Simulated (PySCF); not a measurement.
The calculation used PBE0-D3(BJ)/def2-SVP geometry optimisation, gas phase in PySCF. One conformer each, none proved a minimum here. Atom numbers follow the mapped SMILES.

Task: Order the C–C distances, shortest first.
A. C1–C2 in `[cH:1]1[cH:2][cH:3][c:4]2[c:5]([cH:6]1)[CH2:7][CH2:8][CH2:9][NH:10]2` with C4–C5–C7–C8 -22°, C5–C7–C8–C9 49°, C7–C8–C9–N10 -58°, C8–C9–N10–C4 42°
B. C3–C5 in `[BH2:1][O:2][C@@H:3]([CH3:4])[CH2:5][CH:6]1[CH2:7][CH2:8][CH2:9]1` with H–B1–O2–C3 1° and -179°, B1–O2–C3–C4 115°, O2–C3–C5–C6 176°, C3–C5–C6–C7 -168°, C5–C6–C7–C8 142°, C6–C7–C8–C9 -20°, C7–C8–C9–C6 19°, C5–C6–C9–C8 -142°
C. C3–C4 in `[O:1]=[c:2]1[cH:3][cH:4]1`

Result: C (1.346 Å), A (1.395 Å), B (1.522 Å).

- 1.346 Å: drawn aromatic, both ends unsaturated ring CH carbon, in a 3-membered ring
- 1.395 Å: aromatic, both ends aromatic CH carbon, in a 6-membered ring
- 1.522 Å: drawn single, sp3 carbon bound to oxygen to chain CH2 carbon

Task: Order these C–C–C angles, narrowest first.
A. C2–C3–C4 in `[cH:1]1[cH:2][cH:3][c:4]2[c:5]([cH:6]1)[CH2:7][CH2:8][CH2:9][NH:10]2` with C4–C5–C7–C8 -22°, C5–C7–C8–C9 49°, C7–C8–C9–N10 -58°, C8–C9–N10–C4 42°
B. C3–C5–C6 in `[BH2:1][O:2][C@@H:3]([CH3:4])[CH2:5][CH:6]1[CH2:7][CH2:8][CH2:9]1` with H–B1–O2–C3 1° and -179°, B1–O2–C3–C4 115°, O2–C3–C5–C6 176°, C3–C5–C6–C7 -168°, C5–C6–C7–C8 142°, C6–C7–C8–C9 -20°, C7–C8–C9–C6 19°, C5–C6–C9–C8 -142°
C. C2–C3–C4 in `[F:1][c:2]1[cH:3][cH:4][n:5][c:6]([F:7])[cH:8]1`
D. C2–C4–C3 in `[O:1]=[c:2]1[cH:3][cH:4]1`

Result: D (62.0°), B (114.1°), C (116.9°), A (121.0°).
